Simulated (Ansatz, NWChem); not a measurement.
## BN2H5 (SMILES NBN): the HOMO–LUMO gap, rung by rung

BN2H5: 8 atoms, total charge 0, spin state singlet. As SMILES, `NBN`. The coordinates come from a PBE0-D4/def2-TZVP relaxation.

Quantity: the HOMO–LUMO gap, in eV. The values are calculated.

| level | kind | program | value (eV) | CPU time |
| --- | --- | --- | --- | --- |
| HF/6-311+G** | Hartree–Fock | Ansatz | 11.80 | 1.3 s |
| SVWN5/6-311+G** | LDA | Ansatz | 5.29 | 2.1 s |
| M06-L/6-311+G** | meta-GGA | NWChem | 5.74 | 37 s |
| r2SCAN/6-311+G** | meta-GGA | NWChem | 6.14 | 21 s |
| B3LYP/6-311+G** | global hybrid | Ansatz | 6.56 | 3.1 s |
| M06-2X/6-311+G** | hybrid meta-GGA | NWChem | 8.48 | 32 s |
| wB97X/6-311+G** | range-separated hybrid | NWChem | 11.04 | 1.8 min |
| B2PLYP/6-311+G** | double hybrid | Ansatz | 8.79 | 4.3 s |

The values span 5.29 to 11.80 eV. Orbital gaps aren't excitation energies, and those of double hybrids come from the SCF part alone; they tend to grow with the share of exact exchange. Times are those of the runs behind each value, whatever else they computed, on shared processors of several kinds: orders of magnitude only.
